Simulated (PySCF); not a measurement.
Geometry:
| atom | x (Å) | y (Å) | z (Å) |
| --- | --- | --- | --- |
| Si1 | -0.002 | 0.009 | -1.173 |
| Si2 | 0.002 | -0.008 | 1.173 |
| H3 | 0.808 | 1.138 | 1.695 |
| H4 | 0.597 | -1.284 | 1.677 |
| H5 | -1.395 | 0.109 | 1.692 |
| H6 | 1.400 | -0.017 | -1.690 |
| H7 | -0.679 | 1.242 | -1.679 |
| H8 | -0.730 | -1.189 | -1.695 |

Geometry: PBE0-D3(BJ)/def2-SVP; GIAO absolute shieldings from PySCF 2.14, gas phase, non-relativistic, averaged over equivalent atoms.

At B3LYP/pcSseg-1 (78 basis functions, 2.2 s wall time on 1 thread of an x86-64 server CPU, shared host):
| atoms | σ (ppm) |
| --- | --- |
| Si1/Si2 | 445.1 |
| H3/H4/H5/H6/H7/H8 | 27.89 |

Task: What do these become at PBE0/pcSseg-1?

Result: 
```csv
atoms,σ at PBE0/pcSseg-1,change
Si1/Si2,459.7,+14.6
H3/H4/H5/H6/H7/H8,27.70,-0.19
```

The largest change is at Si1/Si2 (silicon bonded to Si, 3 H). Cost: 78 basis functions, 3 s wall time on 1 thread of an x86-64 server CPU, shared host.
